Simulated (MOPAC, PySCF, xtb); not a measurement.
Dimer: C5H10 (SMILES C1CCCC1) (first 15 atoms) with C5H12 (SMILES CC(C)(C)C); geometry from S66by8 set.
(charge 0, multiplicity 1):
```json
[
 {"atom": "C", "x (Å)": "0.8051", "y (Å)": "-1.0090", "z (Å)": "-2.4572"},
 {"atom": "H", "x (Å)": "0.8588", "y (Å)": "-1.1090", "z (Å)": "-3.5429"},
 {"atom": "H", "x (Å)": "1.4966", "y (Å)": "-1.7312", "z (Å)": "-2.0252"},
 {"atom": "C", "x (Å)": "1.1221", "y (Å)": "0.4380", "z (Å)": "-2.0452"},
 {"atom": "H", "x (Å)": "1.8433", "y (Å)": "0.9032", "z (Å)": "-2.7144"},
 {"atom": "H", "x (Å)": "1.5608", "y (Å)": "0.4528", "z (Å)": "-1.0478"},
 {"atom": "C", "x (Å)": "-0.2394", "y (Å)": "1.1787", "z (Å)": "-2.0419"},
 {"atom": "H", "x (Å)": "-0.2529", "y (Å)": "2.0139", "z (Å)": "-2.7396"},
 {"atom": "H", "x (Å)": "-0.4436", "y (Å)": "1.5900", "z (Å)": "-1.0539"},
 {"atom": "C", "x (Å)": "-1.2935", "y (Å)": "0.1168", "z (Å)": "-2.4056"},
 {"atom": "H", "x (Å)": "-1.4684", "y (Å)": "0.1182", "z (Å)": "-3.4829"},
 {"atom": "H", "x (Å)": "-2.2515", "y (Å)": "0.2910", "z (Å)": "-1.9177"},
 {"atom": "C", "x (Å)": "-0.6417", "y (Å)": "-1.2071", "z (Å)": "-2.0086"},
 {"atom": "H", "x (Å)": "-1.1192", "y (Å)": "-2.0746", "z (Å)": "-2.4619"},
 {"atom": "H", "x (Å)": "-0.6808", "y (Å)": "-1.3323", "z (Å)": "-0.9247"},
 {"atom": "C", "x (Å)": "0.0474", "y (Å)": "0.0923", "z (Å)": "2.1291"},
 {"atom": "C", "x (Å)": "-0.0489", "y (Å)": "-0.0598", "z (Å)": "3.6448"},
 {"atom": "H", "x (Å)": "0.9436", "y (Å)": "-0.0752", "z (Å)": "4.0971"},
 {"atom": "H", "x (Å)": "-0.6079", "y (Å)": "0.7681", "z (Å)": "4.0832"},
 {"atom": "H", "x (Å)": "-0.5561", "y (Å)": "-0.9884", "z (Å)": "3.9101"},
 {"atom": "C", "x (Å)": "0.7615", "y (Å)": "1.3992", "z (Å)": "1.7935"},
 {"atom": "H", "x (Å)": "0.8430", "y (Å)": "1.5327", "z (Å)": "0.7138"},
 {"atom": "H", "x (Å)": "0.2180", "y (Å)": "2.2539", "z (Å)": "2.1990"},
 {"atom": "H", "x (Å)": "1.7691", "y (Å)": "1.4099", "z (Å)": "2.2117"},
 {"atom": "C", "x (Å)": "-1.3576", "y (Å)": "0.1122", "z (Å)": "1.5318"},
 {"atom": "H", "x (Å)": "-1.3207", "y (Å)": "0.2294", "z (Å)": "0.4480"},
 {"atom": "H", "x (Å)": "-1.9399", "y (Å)": "0.9396", "z (Å)": "1.9401"},
 {"atom": "H", "x (Å)": "-1.8875", "y (Å)": "-0.8156", "z (Å)": "1.7531"},
 {"atom": "C", "x (Å)": "0.8353", "y (Å)": "-1.0811", "z (Å)": "1.5518"},
 {"atom": "H", "x (Å)": "0.3401", "y (Å)": "-2.0281", "z (Å)": "1.7720"},
 {"atom": "H", "x (Å)": "0.9302", "y (Å)": "-0.9940", "z (Å)": "0.4686"},
 {"atom": "H", "x (Å)": "1.8400", "y (Å)": "-1.1186", "z (Å)": "1.9755"}
]
```

Interaction energies are E(AB) − E(A) − E(B) at the monomers' geometry in the complex; basis-set methods are counterpoise corrected. Rows marked so take none.

Rows in 3-21G, 6-31G* carry no dispersion term and start afresh at each structure (6-31G* with six Cartesian d functions). The state reached by PM3 isn't checked.

Run with MOPAC for PM3 (differences of heats of formation); PySCF for 3-21G rows, 6-31G* rows; xtb for the GFN methods. Each number belongs to the level named beside it.

**Question.** One of these levels gives -115.8 meV for the interaction energy. Which one is it?
A) HF/3-21G (no counterpoise)
B) HF/6-31G* (no counterpoise)
C) PM3
D) GFN-FF

**Answer.** C, PM3. The others give -54.4 (GFN-FF), 159.0 (HF/3-21G (no counterpoise)), 238.0 (HF/6-31G* (no counterpoise))
